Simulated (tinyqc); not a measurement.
Pariser-Parr-Pople SCF with singles CI, for the molecule C=C1C=CC=C1 (SMILES; centres numbered as the heavy atoms are written), step by step. One step of it, computed by the program tinyqc.

Task: Iteration 2: Fock matrix. F_rr = H_rr + P_rr gamma_rr / 2 + sum_(s != r) P_ss gamma_rs; F_rs = H_rs - P_rs gamma_rs / 2; E = tr P (H + F) / 2 + core repulsion sum_(r<s) z_r z_s gamma_rs.

P after iteration 1:
```
           1C         2C         3C         4C         5C         6C
1C   0.693215   0.793819   0.195822  -0.310022  -0.310022   0.195822
2C   0.793819   1.034120   0.419756  -0.079118  -0.079118   0.419756
3C   0.195822   0.419756   1.091172   0.795382  -0.094188  -0.365504
4C  -0.310022  -0.079118   0.795382   1.045161   0.501836  -0.094188
5C  -0.310022  -0.079118  -0.094188   0.501836   1.045161   0.795382
6C   0.195822   0.419756  -0.365504  -0.094188   0.795382   1.091172
```

core matrix H (eV):
```
            1C          2C          3C          4C          5C          6C
1C  -34.720740   -2.390000    0.000000    0.000000    0.000000    0.000000
2C   -2.390000  -42.574839   -2.390000    0.000000    0.000000   -2.390000
3C    0.000000   -2.390000  -40.342610   -2.390000    0.000000    0.000000
4C    0.000000    0.000000   -2.390000  -39.022901   -2.390000    0.000000
5C    0.000000    0.000000    0.000000   -2.390000  -39.022901   -2.390000
6C    0.000000   -2.390000    0.000000    0.000000   -2.390000  -40.342610
```

repulsion gamma_rs (eV):
```
           1C         2C         3C         4C         5C         6C
1C  10.250000   7.260349   5.028880   3.706316   3.706316   5.028880
2C   7.260349  10.250000   7.259410   5.402835   5.402835   7.259410
3C   5.028880   7.259410  10.250000   7.261226   5.402175   5.400919
4C   3.706316   5.402835   7.261226  10.250000   7.260349   5.402175
5C   3.706316   5.402835   5.402175   7.260349  10.250000   7.261226
6C   5.028880   7.259410   5.400919   5.402175   7.261226  10.250000
```

Centres (angstrom, eV; a flat drawing with bonds scaled to 1.40 angstrom):

| centre | x | y | core charge z | W | gamma_rr |
|---|---|---|---|---|---|
| 1C | 2.159000 | 0.000000 | 1 | 9.990000 | 10.250000 |
| 2C | 0.759000 | 0.000000 | 1 | 9.990000 | 10.250000 |
| 3C | -0.064000 | 1.133000 | 1 | 9.990000 | 10.250000 |
| 4C | -1.395000 | 0.700000 | 1 | 9.990000 | 10.250000 |
| 5C | -1.395000 | -0.700000 | 1 | 9.990000 | 10.250000 |
| 6C | -0.064000 | -1.133000 | 1 | 9.990000 | 10.250000 |

Give: F; pi energy.

Result:

F (eV):
```
        1C      2C      3C      4C      5C      6C
1C  -4.938  -5.272  -0.492   0.575   0.575  -0.492
2C  -5.272  -5.106  -3.914   0.214   0.214  -3.914
3C  -0.492  -3.914  -4.629  -5.278   0.254   0.987
4C   0.575   0.214  -5.278  -4.104  -4.212   0.254
5C   0.575   0.214   0.254  -4.212  -4.104  -5.278
6C  -0.492  -3.914   0.987   0.254  -5.278  -4.629
```

pi energy = -72.378 eV
